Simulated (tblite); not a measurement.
Energy landscape of H₃ (cation, charge +1), singlet: collinear H-H-H surface. Scanned: first H-H distance and second H-H distance.

Computed with GFN2-xTB, 300 K electronic temperature run with tblite 0.5.0.

Energy in kcal/mol above the lowest grid point; x is the first H-H distance (Å), y the second H-H distance (Å).

| y \ x | 0.63 | 0.68 | 0.74 | 0.82 | 0.88 | 0.95 | 1.03 | 1.10 | 1.24 | 1.36 | 1.51 | 1.75 | 2.15 |
|---|---|---|---|---|---|---|---|---|---|---|---|---|---|
| 2.15 | 70.9 | 62.5 | 56.1 | 52.0 | 51.1 | 51.8 | 54.3 | 57.3 | 65.0 | 72.3 | 81.5 | 95.0 | 112.1 |
| 1.75 | 57.3 | 48.6 | 41.9 | 37.3 | 36.1 | 36.6 | 38.8 | 41.7 | 49.1 | 56.1 | 65.1 | 78.3 | 95.0 |
| 1.56 | 48.8 | 40.0 | 33.1 | 28.2 | 26.9 | 27.2 | 29.2 | 32.0 | 39.2 | 46.1 | 55.0 | 68.0 | 84.5 |
| 1.40 | 41.1 | 32.1 | 25.0 | 19.9 | 18.4 | 18.5 | 20.4 | 23.1 | 30.1 | 37.0 | 45.7 | 58.6 | 74.8 |
| 1.23 | 33.2 | 23.9 | 16.6 | 11.2 | 9.5 | 9.5 | 11.2 | 13.8 | 20.6 | 27.3 | 35.8 | 48.5 | 64.4 |
| 1.14 | 29.6 | 20.3 | 12.8 | 7.2 | 5.4 | 5.3 | 6.9 | 9.4 | 16.1 | 22.7 | 31.1 | 43.6 | 59.4 |
| 1 | 26.4 | 16.8 | 9.0 | 3.0 | 1.0 | 0.7 | 2.1 | 4.5 | 10.9 | 17.3 | 25.6 | 37.8 | 53.2 |
| 0.94 | 26.6 | 16.8 | 8.8 | 2.6 | 0.5 | 0.0 | 1.3 | 3.6 | 9.9 | 16.2 | 24.4 | 36.4 | 51.6 |
| 0.88 | 28.4 | 18.4 | 10.1 | 3.4 | 1.1 | 0.5 | 1.7 | 3.9 | 10.0 | 16.2 | 24.2 | 36.1 | 51.1 |
| 0.79 | 35.4 | 25.1 | 16.1 | 8.3 | 5.4 | 4.4 | 5.3 | 7.3 | 13.2 | 19.2 | 27.0 | 38.6 | 53.1 |
| 0.75 | 40.2 | 29.9 | 20.7 | 12.3 | 9.0 | 7.7 | 8.5 | 10.4 | 16.1 | 22.0 | 29.7 | 41.1 | 55.4 |
| 0.67 | 52.8 | 42.4 | 33.0 | 24.0 | 20.1 | 18.4 | 18.9 | 20.5 | 25.9 | 31.6 | 39.0 | 50.1 | 63.9 |
| 0.63 | 61.4 | 50.9 | 41.5 | 32.4 | 28.4 | 26.5 | 26.8 | 28.4 | 33.6 | 39.2 | 46.4 | 57.3 | 70.9 |

Points that lie below all their neighbours on the grid: x = 0.95, y = 0.94 (0.0 kcal/mol).
